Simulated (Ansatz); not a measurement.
**BH3O (triplet): the correlation ladder, cc-pVDZ**

How much of the correlation energy of BH3O (triplet) does each wave-function method recover here?

Computed with Ansatz 0.2.0, Gaussian basis. Level: cc-pVDZ, core rule «outside noble gas», up to 2 orbitals frozen.

To be run: UHF; CCSD(T) on ROHF; CCSD(T) on UHF; BCCD(T) on ROHF; CISD; CCSDT(Q) on ROHF; CCSDT(Q) on UHF.

21 further runs of the same task are left out: 1 for a known fault of the program, 6 that didn't finish, 14 set aside as unsound or not needed.

**1. The system**

The geometry is a PBE0/def2-TZVP stationary point (not a proven minimum) of the parent state, kept for this charge and spin.

5 atoms, charge 0, spin multiplicity 3.

Atoms are counted from 1 here; the program's logs count them from 0.

Bond lengths: B1–O2 1.348 Å, B1–H3 1.202 Å, B1–H4 1.196 Å, O2–H5 0.961 Å. Angles: O2–B1–H3 120.6°, O2–B1–H4 116.8°, H3–B1–H4 122.6°, B1–O2–H5 113.5°.

**2. UHF**

Contents of in.yaml:

```yaml
crystal:
  periodic: [false, false, false]
  atoms:
    - {symbol: B, position_ang: [0.000000, 0.059110, 0.740549]}
    - {symbol: O, position_ang: [0.000000, -0.099827, -0.597826]}
    - {symbol: H, position_ang: [0.000000, 1.158248, 1.226704]}
    - {symbol: H, position_ang: [0.000000, -0.937399, 1.402080]}
    - {symbol: H, position_ang: [0.000000, 0.729726, -1.082284]}
basis:
  gaussian: {orbitals: cc-pVDZ}
magnetization: {spin_polarized: true, initial_magnetization: 2}
hamiltonian: {xc: hf}
output: {orbitals: {seedname: orbitals}}
```

On the command line:

```
ansatz run in.yaml --threads 1 --pin off --events-out ev --progress --plain --max-ram 2393MiB
```

Further steps of the session: CCSD(T) on ROHF; CCSD(T) on UHF; BCCD(T) on ROHF; CISD; CCSDT(Q) on ROHF; CCSDT(Q) on UHF.

Q: Predict the results of all the runs planned. Wanted: UCCSDT(Q) below the RHF energy; RMP2 from UCCSDT(Q); UMP2 from UCCSDT(Q); RCCSD from UCCSDT(Q); RCCSD(T) from UCCSDT(Q); UCCSD(T) from UCCSDT(Q); RCCSDT(Q) from UCCSDT(Q); T1 diagnostic.

As calculated:

| quantity | value |
| --- | --- |
| UCCSDT(Q) below the RHF energy | -8.6209 eV |
| RMP2 from UCCSDT(Q) | +19.57 kcal/mol |
| UMP2 from UCCSDT(Q) | +20.04 kcal/mol |
| RCCSD from UCCSDT(Q) | +6.13 kcal/mol |
| RCCSD(T) from UCCSDT(Q) | +0.96 kcal/mol |
| UCCSD(T) from UCCSDT(Q) | +0.97 kcal/mol |
| RCCSDT(Q) from UCCSDT(Q) | +0.10 kcal/mol |
| levels within 1 kcal/mol (43 meV) | RCCSD(T), UCCSD(T), BCCD(T), RCCSDT, UCCSDT, RCCSDT(Q) |
| T1 diagnostic | 0.035 |

What this shows: RCCSD(T) misses by +0.96 kcal/mol, 0.5 % of the correlation energy. These misses are within one basis, not against nature; the frozen cores of restricted and unrestricted runs differ, which can shift their rows.
